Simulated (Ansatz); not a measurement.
# Structure relaxation of Bi₃H

Method: DFT PBE, scalar-relativistic, plane waves, PAW in Ansatz 0.2.0. Cutoff 420 eV, Γ-centred k mesh, Gaussian smearing, no spin polarisation in the final step.

The start puts Bi₃H on the Ni3Sn (D0_19) structure type (P6_3/mmc, No. 194), with H in place of Sn, Bi in place of Ni, at a guessed volume.

```
Bi H
1.0
     6.59661    0.00000    0.00000
    -3.29831    5.71283    0.00000
     0.00000    0.00000    5.29480
Bi H
6 2
Cartesian
  3.2983 3.8047 1.3237
  -1.6459 4.7588 3.9711
  1.6525 0.9540 1.3237
  0.0000 1.9081 3.9711
  4.9442 0.9540 1.3237
  1.6459 4.7588 3.9711
  0.0000 3.8086 1.3237
  3.2983 1.9043 3.9711
```

Cell and atoms relax at zero pressure; the relaxation can't lower the symmetry of the start. After a coarse first stage the cell is made exact in the group found at 0.06 Å.

The zero of energy is the elements' standard structures at the same level (H₂ as a molecule); no fitted shifts are applied.

(1) Which crystal results?

(2) What are its volume, energy, density and gap?

Answers

(1) It keeps P6_3/mmc (No. 194), but not the shape of the type it started on. Conventional cell: a = 7.604 Å, c = 4.263 Å. Around Bi lie 2 H at 2.85 Å and 6 Bi at 3.28 Å; H has 6 Bi at 2.85 Å.

```xyz
8
Lattice="7.6037 0.0000 0.0000 -3.8019 6.5850 0.0000 0.0000 0.0000 4.2634" Properties=species:S:1:pos:R:3 pbc="T T T"
Bi    3.8019    4.0876    1.0658
Bi   -1.6390    5.3363    3.1975
Bi    2.1628    1.2487    1.0658
Bi    0.0000    2.4974    3.1975
Bi    5.4409    1.2487    1.0658
Bi    1.6390    5.3363    3.1975
H     0.0000    4.3900    1.0658
H     3.8019    2.1950    3.1975
```

(2) The volume per atom is 26.68 Å³ and the density is 9.77 g/cm³. The energy over the elements is 0.43 eV/atom. The gap on the 6×6×10 mesh is 0 eV (a metal).

The final run used a 6×6×10 mesh on its 8-atom cell and 0.10 eV smearing. For metals, differences of a few meV/atom aren't resolved. Spin–orbit coupling is left out. Symmetry constrained the relaxation, so the result can be a saddle point.

Cost: 4 runs of about 2.7 core-minutes in all, on Intel Xeon 6975P-C (Granite Rapids) (shared hosts).